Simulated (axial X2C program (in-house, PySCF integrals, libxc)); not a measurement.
## Testing model relations on O₂

A bond curve at the CCSD(T) level, with spin–orbit coupling, was computed with an in-house all-electron X2C program for linear molecules (integrals from PySCF) (basis O dyall-av3z [7s6p3d2f] (cores contracted in-house)) for the state Ω = 1 (⟨Sz⟩ = 1.00, ⟨Lz⟩ = 0.00 at HF). Its fit gives Re = 1.2122 Å, ωe = 1576.8 cm⁻¹, ωexe = 11.1 cm⁻¹ and αe = 1.511e-02 cm⁻¹; the masses are 15.9949 and 15.9949 u. Two-component means X2C with spin–orbit coupling and atomic mean-field Coulomb and Gaunt terms.

Correlated methods: 12 electrons correlated (number of frozen shells: O 1 s), 196 virtual spin orbitals or spinors in MP2, 125 natural virtuals in coupled cluster.

Problem. Find the reduced mass, Be and the force constant.

Solution. From the CCSD(T) values: μ = 7.9974 u. Be = 16.8576/(μ Re²) = 1.434 cm⁻¹. k = 5.8918×10⁻⁷ μ ωe² = 11.7 mdyn/Å.

Problem. Estimate De from a Morse curve and compare with the computed well depth of 4.967 eV to O + O.

Solution. De(Morse) = ωe²/(4ωexe) = 6.943 eV against 4.967 eV computed, a ratio of 1.40. The extrapolation overshoots: the well softens faster than a Morse curve, or the lowest atomic limit lies below the one to which the curve heads.

Problem. Where do the fundamental and the first overtone lie?

Solution. ν(1←0) = ωe − 2ωexe = 1554.6 cm⁻¹; ν(2←0) = 2ωe − 6ωexe = 3087.0 cm⁻¹.

Problem. Estimate the centrifugal constant by the Kratzer relation.

Solution. D = 4Be³/ωe² = 4.75e-06 cm⁻¹.

Problem. A Morse curve ties αe to the other constants (Pekeris). How well does that hold?

Solution. αe(Morse) = 6Be²/ωe × (√(ωexe/Be) − 1) = 1.395e-02 cm⁻¹; the CCSD(T) curve gives 1.511e-02 cm⁻¹, a ratio of 0.92.

One determinant describes the state; a PBE0 search over occupations chose it and may have missed a lower one. De is counted from the lowest determinant-based energies of the atoms at the same level, without counterpoise correction. Coupled cluster ran in a truncated set of natural virtual spinors; the MP2 energy of the rest was added. (T) has no such correction and the atoms are truncated less, which lowers De at CCSD(T) by a hundredth of an eV or more. With several unpaired electrons one determinant need not be a pure state. Open-shell Ω = 0 determinants with evenly filled partner blocks cannot be reached by this program, so the Ω shown need not be the lowest component. This is the Ω = 1 component of a π² triplet; the 0⁺ component is not one determinant and can lie lowest.
